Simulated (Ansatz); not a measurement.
One change: `CCC` becomes `CC[SiH3]`.

Ansatz, PBE0-D4/def2-TZVP geometries, multiplicity 1. 

```
                                          property  `CCC`
               LUMO energy (B3LYP/def2-TZVPP) / eV   0.96
                HOMO energy (PBE0/def2-TZVPP) / eV  -9.11
size of the dipole moment (ωB97M-V/def2-TZVPP) / D   0.09
  size of the dipole moment (B3LYP/def2-TZVPP) / D   0.09
                LUMO energy (PBE0/def2-TZVPP) / eV   1.31
               HOMO energy (B3LYP/def2-TZVPP) / eV  -8.95
```

Question: What does the change do to each property? (Estimate.)

Answer: Computed: 
```csv
property,`CC[SiH3]`,shift
LUMO energy (B3LYP/def2-TZVPP) / eV,0.44,-0.52
HOMO energy (PBE0/def2-TZVPP) / eV,-8.52,0.59
size of the dipole moment (ωB97M-V/def2-TZVPP) / D,0.89,0.80
size of the dipole moment (B3LYP/def2-TZVPP) / D,0.89,0.80
LUMO energy (PBE0/def2-TZVPP) / eV,0.70,-0.61
HOMO energy (B3LYP/def2-TZVPP) / eV,-8.32,0.63
```

With PBE0 the HOMO rises by 0.59 eV and the LUMO falls by 0.61 eV, so the gap narrows by about 1.20 eV. PBE moves the HOMO by 0.46 eV and ωB97M-V by 0.69 eV. Dipoles are sizes alone; their direction can turn.

B3LYP here is the variant with VWN-RPA as its local correlation; programs differ in this.
